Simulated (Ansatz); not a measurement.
# B2Cl (quartet): from Hartree-Fock to the top rungs, cc-pVTZ

One table from this session's results is given with a row withheld; the runs are named, their logs left out.

The runs use Ansatz 0.2.0, Gaussian basis; cc-pVTZ, core rule «outside noble gas», up to 7 orbitals frozen.

To be run: UHF; CCSD(T) on ROHF; CCSD(T) on UHF; BCCD(T) on ROHF; CCSDT(Q) on ROHF; CCSDT(Q) on UHF.

10 further runs of the same task are left out: 5 for a known fault of the program, 5 set aside as unsound or not needed.

### The system

The geometry is a PBE0/def2-TZVP stationary point (not a proven minimum).

3 atoms, charge 0, spin multiplicity 4.

Atoms are counted from 1 here; the program's logs count them from 0.

Bond lengths: B1–B2 1.516 Å, B2–Cl3 1.683 Å. Angles: B1–B2–Cl3 180.0°.

As a file:

```
B     0.0000    0.0000   -1.5720
B     0.0000    0.0000   -0.0556
Cl    0.0000    0.0000    1.6276
```

The first run:

in.yaml reads:

```yaml
crystal:
  periodic: [false, false, false]
  atoms:
    - {symbol: B, position_ang: [0.000000, 0.000000, -1.572000]}
    - {symbol: B, position_ang: [0.000000, 0.000000, -0.055600]}
    - {symbol: Cl, position_ang: [0.000000, 0.000000, 1.627600]}
basis:
  gaussian: {orbitals: cc-pVTZ}
magnetization: {spin_polarized: true, initial_magnetization: 3}
hamiltonian: {xc: hf}
output: {orbitals: {seedname: orbitals}}
```

Started as:

```
$ ansatz run in.yaml --threads 1 --pin off --events-out ev --progress --plain --max-ram 4096MiB --backend cpu
```

Steps of the session up to this table: UHF; CCSD(T) on ROHF; CCSD(T) on UHF; BCCD(T) on ROHF; CCSDT(Q) on ROHF; CCSDT(Q) on UHF.

One of the session's tables, all rows but one given; the rest of the session is left out.

| method | from UCCSDT(Q) (kcal/mol) |
| --- | --- |
| ROHF | +224.38 |
| UHF | +223.37 |
| RMP2 | ? |
| UMP2 | +30.74 |
| RCCSD | +11.46 |
| UCCSD | +11.42 |
| RCCSD(T) | +1.37 |
| UCCSD(T) | +1.37 |
| BCCD(T) | +1.32 |
| RCCSDT | +0.54 |
| UCCSDT | +0.53 |
| RCCSDT(Q) | +0.05 |
| UCCSDT(Q) | 0 |

Q: Estimate the row for RMP2 from the others.

As computed: from UCCSDT(Q) (kcal/mol): +30.47. In the column «from UCCSDT(Q) (kcal/mol)» it lies between RCCSD (+11.46) and UMP2 (+30.74).

With the free atoms at the same levels and basis (separate runs), the atomisation energy is 7.696 eV at UCCSDT(Q), 7.682 eV at RCCSD(T), 7.680 eV at UCCSD(T), 7.041 eV at ROHF.

Limits of these values: Restricted and unrestricted rows rest on different reference determinants; where their highest levels disagree by more than a few hundredths of an eV, they describe different states and don't form one ladder.
